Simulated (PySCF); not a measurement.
Gas-phase reaction: CH₃SiH₂ + C₂H₂ (acetylene) → H₂CSiH₂ + C₂H₃ (vinyl)

Method: PySCF energies plus ideal-gas RRHO corrections (1 bar). † marks an energy on the PBE0/def2-TZVP geometry and frequencies; other levels use their own. 6-31G* has spherical d functions here. Open shells (unrestricted): CH₃SiH₂ (multiplicity 2), C₂H₃ (vinyl) (multiplicity 2); the rest are closed-shell singlets. B3LYP is the form with VWN-RPA correlation. CH₃SiH₂, H₂CSiH₂: computed as isolated molecules; such fragments, hydroxides, amides, oligomers or adducts are transient or little studied in the gas. The harmonic model lacks anharmonicity and excited electronic states, which grow with temperature; levels with a mode under 35 cm⁻¹ are left out. Internal rotation in CH₃SiH₂ is treated as a harmonic vibration of one conformer, which makes the entropy rough.

ΔH° and ΔS° at 298 K: B3LYP/6-31G* 105 kJ, 9 J/K; B3LYP/def2-TZVP† 107 kJ, 11 J/K; M06-2X/def2-TZVP† 127 kJ, 11 J/K; r2SCAN/def2-TZVP† 103 kJ, 11 J/K; ωB97X-V/def2-TZVP† 118 kJ, 11 J/K.

With the heat capacities included, give log10 K (1 bar) at 600, 1000, 1200, 1400, 1800 K from B3LYP/6-31G*, B3LYP/def2-TZVP†, M06-2X/def2-TZVP†, r2SCAN/def2-TZVP†, ωB97X-V/def2-TZVP†.


```json
[
 {"T (K)": "600", "B3LYP/6-31G*": "-8.7", "B3LYP/def2-TZVP†": "-8.8", "M06-2X/def2-TZVP†": "-10.6", "r2SCAN/def2-TZVP†": "-8.5", "ωB97X-V/def2-TZVP†": "-9.8"},
 {"T (K)": "1000", "B3LYP/6-31G*": "-5.1", "B3LYP/def2-TZVP†": "-5.2", "M06-2X/def2-TZVP†": "-6.2", "r2SCAN/def2-TZVP†": "-4.9", "ωB97X-V/def2-TZVP†": "-5.7"},
 {"T (K)": "1200", "B3LYP/6-31G*": "-4.2", "B3LYP/def2-TZVP†": "-4.3", "M06-2X/def2-TZVP†": "-5.1", "r2SCAN/def2-TZVP†": "-4.1", "ωB97X-V/def2-TZVP†": "-4.7"},
 {"T (K)": "1400", "B3LYP/6-31G*": "-3.6", "B3LYP/def2-TZVP†": "-3.6", "M06-2X/def2-TZVP†": "-4.4", "r2SCAN/def2-TZVP†": "-3.5", "ωB97X-V/def2-TZVP†": "-4.0"},
 {"T (K)": "1800", "B3LYP/6-31G*": "-2.8", "B3LYP/def2-TZVP†": "-2.8", "M06-2X/def2-TZVP†": "-3.3", "r2SCAN/def2-TZVP†": "-2.6", "ωB97X-V/def2-TZVP†": "-3.1"}
]
```
